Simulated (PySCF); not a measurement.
# Basis-set dependence of population analyses: s-BuOMe

Species: s-BuOMe, C₅H₁₂O.
Structure used (PBE0-D3(BJ)/def2-SVP), in Å, numbered top down from 1:
```
atom  x, y, z in Å
C1    -2.000   -0.673    0.822
C2    -1.383    0.048   -0.363
C3     0.089    0.378   -0.169
C4     0.664    1.154   -1.345
O5     0.764   -0.844    0.030
C6     2.013   -0.746    0.635
H7    -3.056   -0.921    0.638
H8    -1.957   -0.054    1.733
H9    -1.456   -1.606    1.025
H10   -1.924    0.986   -0.573
H11   -1.470   -0.574   -1.271
H12    0.191    0.994    0.752
H13    0.568    0.564   -2.269
H14    0.129    2.106   -1.481
H15    1.728    1.391   -1.199
H16    2.389   -1.766    0.793
H17    1.957   -0.237    1.618
H18    2.753   -0.202    0.016
```

PBE0 throughout (PySCF), one geometry, spherical d and f functions. Isolated species at its PBE0-D3(BJ)/def2-SVP geometry (one conformer only). Atoms taken as equivalent share a column and are averaged. The first 7 of 12 kinds of atom are listed.

Mulliken charges (e):

```tsv
basis	functions	C1	C2	C3	C4	O5	C6	H7/H8/H9
STO-3G	42	-0.232	-0.141	+0.047	-0.242	-0.222	-0.128	+0.079
6-31G	78	-0.493	-0.301	+0.085	-0.490	-0.525	-0.223	+0.167
pcSseg-0	78	-0.628	-0.479	-0.028	-0.605	-0.673	-0.294	+0.229
6-31G*	108	-0.528	-0.328	+0.128	-0.540	-0.474	-0.258	+0.176
def2-SVP	144	-0.063	-0.070	+0.035	-0.028	-0.404	+0.127	+0.040
cc-pVDZ	144	-0.073	-0.069	-0.005	-0.029	-0.319	+0.073	+0.042
pcSseg-1	162	-0.270	-0.234	-0.046	-0.222	-0.503	-0.028	+0.115
6-311+G(2d,p)	234	-0.598	-0.181	+0.164	-0.622	-0.243	-0.202	+0.151
aug-cc-pVDZ	246	+0.497	+0.625	+0.523	+0.454	-0.694	+0.781	-0.118
def2-TZVP	258	-0.373	-0.147	+0.076	-0.359	-0.279	-0.226	+0.121
IGLO-III	330	-0.396	-0.178	+0.095	-0.388	-0.266	-0.249	+0.122
```

IAO charges (e):

```json
{"basis": "STO-3G", "functions": "42", "C1": "-0.391", "C2": "-0.258", "C3": "+0.002", "C4": "-0.405", "O5": "-0.224", "C6": "-0.260", "H7/H8/H9": "+0.133"}
{"basis": "6-31G", "functions": "78", "C1": "-0.431", "C2": "-0.256", "C3": "+0.082", "C4": "-0.448", "O5": "-0.375", "C6": "-0.234", "H7/H8/H9": "+0.145"}
{"basis": "pcSseg-0", "functions": "78", "C1": "-0.422", "C2": "-0.263", "C3": "+0.076", "C4": "-0.439", "O5": "-0.373", "C6": "-0.215", "H7/H8/H9": "+0.142"}
{"basis": "6-31G*", "functions": "108", "C1": "-0.411", "C2": "-0.248", "C3": "+0.108", "C4": "-0.428", "O5": "-0.388", "C6": "-0.192", "H7/H8/H9": "+0.137"}
{"basis": "def2-SVP", "functions": "144", "C1": "-0.400", "C2": "-0.241", "C3": "+0.109", "C4": "-0.418", "O5": "-0.387", "C6": "-0.183", "H7/H8/H9": "+0.134"}
{"basis": "cc-pVDZ", "functions": "144", "C1": "-0.410", "C2": "-0.247", "C3": "+0.109", "C4": "-0.428", "O5": "-0.387", "C6": "-0.192", "H7/H8/H9": "+0.137"}
{"basis": "pcSseg-1", "functions": "162", "C1": "-0.410", "C2": "-0.247", "C3": "+0.105", "C4": "-0.427", "O5": "-0.394", "C6": "-0.191", "H7/H8/H9": "+0.137"}
{"basis": "6-311+G(2d,p)", "functions": "234", "C1": "-0.424", "C2": "-0.254", "C3": "+0.107", "C4": "-0.440", "O5": "-0.401", "C6": "-0.201", "H7/H8/H9": "+0.142"}
{"basis": "aug-cc-pVDZ", "functions": "246", "C1": "-0.422", "C2": "-0.253", "C3": "+0.109", "C4": "-0.438", "O5": "-0.400", "C6": "-0.200", "H7/H8/H9": "+0.141"}
{"basis": "def2-TZVP", "functions": "258", "C1": "-0.424", "C2": "-0.255", "C3": "+0.109", "C4": "-0.440", "O5": "-0.400", "C6": "-0.199", "H7/H8/H9": "+0.142"}
{"basis": "IGLO-III", "functions": "330", "C1": "-0.425", "C2": "-0.255", "C3": "+0.107", "C4": "-0.441", "O5": "-0.401", "C6": "-0.201", "H7/H8/H9": "+0.142"}
```

Hirshfeld charges (e):

| basis | functions | C1 | C2 | C3 | C4 | O5 | C6 | H7/H8/H9 |
| --- | --- | --- | --- | --- | --- | --- | --- | --- |
| STO-3G | 42 | -0.041 | -0.013 | +0.085 | -0.053 | -0.158 | +0.032 | +0.014 |
| 6-31G | 78 | -0.104 | -0.054 | +0.061 | -0.110 | -0.161 | -0.024 | +0.032 |
| pcSseg-0 | 78 | -0.106 | -0.055 | +0.063 | -0.113 | -0.138 | -0.031 | +0.031 |
| 6-31G* | 108 | -0.104 | -0.058 | +0.056 | -0.110 | -0.147 | -0.027 | +0.032 |
| def2-SVP | 144 | -0.117 | -0.068 | +0.052 | -0.123 | -0.125 | -0.040 | +0.035 |
| cc-pVDZ | 144 | -0.114 | -0.067 | +0.051 | -0.121 | -0.117 | -0.039 | +0.034 |
| pcSseg-1 | 162 | -0.120 | -0.071 | +0.049 | -0.125 | -0.130 | -0.040 | +0.036 |
| 6-311+G(2d,p) | 234 | -0.120 | -0.077 | +0.038 | -0.124 | -0.138 | -0.040 | +0.037 |
| aug-cc-pVDZ | 246 | -0.127 | -0.080 | +0.039 | -0.132 | -0.134 | -0.047 | +0.039 |
| def2-TZVP | 258 | -0.123 | -0.076 | +0.041 | -0.127 | -0.132 | -0.044 | +0.038 |
| IGLO-III | 330 | -0.127 | -0.080 | +0.039 | -0.131 | -0.133 | -0.048 | +0.039 |

ESP-fitted charges (e):

```csv
basis,functions,C1,C2,C3,C4,O5,C6,H7/H8/H9
STO-3G,42,-0.354,-0.186,+0.327,-0.625,-0.196,-0.246,+0.102
6-31G,78,-0.291,-0.137,+0.437,-0.634,-0.419,-0.046,+0.083
pcSseg-0,78,-0.389,-0.149,+0.505,-0.790,-0.402,-0.150,+0.107
6-31G*,108,-0.335,-0.099,+0.423,-0.663,-0.312,-0.152,+0.090
def2-SVP,144,-0.272,-0.088,+0.406,-0.601,-0.332,-0.073,+0.072
cc-pVDZ,144,-0.283,-0.078,+0.402,-0.603,-0.303,-0.107,+0.074
pcSseg-1,162,-0.296,-0.072,+0.450,-0.667,-0.353,-0.099,+0.078
"6-311+G(2d,p)",234,-0.348,-0.091,+0.429,-0.754,-0.298,-0.198,+0.092
aug-cc-pVDZ,246,-0.324,-0.088,+0.408,-0.733,-0.289,-0.172,+0.085
def2-TZVP,258,-0.339,-0.081,+0.436,-0.736,-0.291,-0.183,+0.088
IGLO-III,330,-0.325,-0.084,+0.414,-0.724,-0.295,-0.170,+0.085
```

Some averages cover members that differ in this geometry, most widely: H7/H8/H9, Mulliken in aug-cc-pVDZ -0.151 to -0.077; H7/H8/H9, Mulliken in 6-31G +0.152 to +0.190; H7/H8/H9, Mulliken in IGLO-III +0.107 to +0.143; H7/H8/H9, Mulliken in def2-TZVP +0.105 to +0.137 e.

Task: Which scheme is steadiest as the basis changes?

Result: Largest range over the bases for any column: Hirshfeld 0.09 e, IAO 0.18 e, ESP-fitted 0.22 e, Mulliken 1.13 e. Hirshfeld charges move least and Mulliken charges most, counted in e. Without the minimal STO-3G basis the ranges are Hirshfeld 0.04, IAO 0.05, ESP-fitted 0.19, Mulliken 1.13 e.

Task: How much do the charges still move between the two largest bases, def2-TZVP and IGLO-III?

Result: At most, over all atoms: Mulliken 0.031 e, IAO 0.003 e, Hirshfeld 0.004 e, ESP-fitted 0.022 e.

Task: What do the same runs give for the total energy, the frontier levels and the dipole moment?

Result: 
```
        basis  energy (Eh)  HOMO (eV)  LUMO (eV)  μ (D)
       STO-3G    -269.2912      -3.85       8.57   1.00
        6-31G    -272.5636      -7.00       2.61   1.40
     pcSseg-0    -272.0145      -7.13       2.09   1.53
       6-31G*    -272.6384      -7.04       2.68   1.09
     def2-SVP    -272.4475      -7.20       1.81   1.14
      cc-pVDZ    -272.6563      -7.12       1.91   1.04
     pcSseg-1    -272.6114      -7.28       1.51   1.20
6-311+G(2d,p)    -272.7239      -7.32       0.42   1.13
  aug-cc-pVDZ    -272.6747      -7.30      -0.01   1.09
    def2-TZVP    -272.7449      -7.30       1.25   1.07
     IGLO-III    -272.7537      -7.31       0.83   1.09
```

The dipole is fixed by the density alone, so its range of 0.53 D shows that the density itself changes with the basis, not only its division among atoms.
